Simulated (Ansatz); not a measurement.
**Anatase TiO2 (metastable phase)**

All values below come from r²SCANh in Ansatz (PAW).

Run with plane-wave cutoff 520 eV, 8×8×8 k mesh, Fermi–Dirac smearing 0.01 eV, no spin polarisation, scalar-relativistic PAW data made under PBE.

Cell: measured lattice: a = b = 3.784 Å, c = 9.515 Å, α = β = γ = 90.00°.

```
Item                                                     Result
-------------------------------------------  ------------------
band gap                                     3.34 eV (indirect)
smallest direct gap on the k points sampled             3.70 eV
direct gap at Γ                                         3.84 eV
```

Note: cell and atoms aren't relaxed at this level (largest force component 0.08 eV/Å, pressure -1.7 GPa).

The computed numbers hold no vibrational or temperature effects.

Ansatz is a quantum-chemistry and plane-wave program.
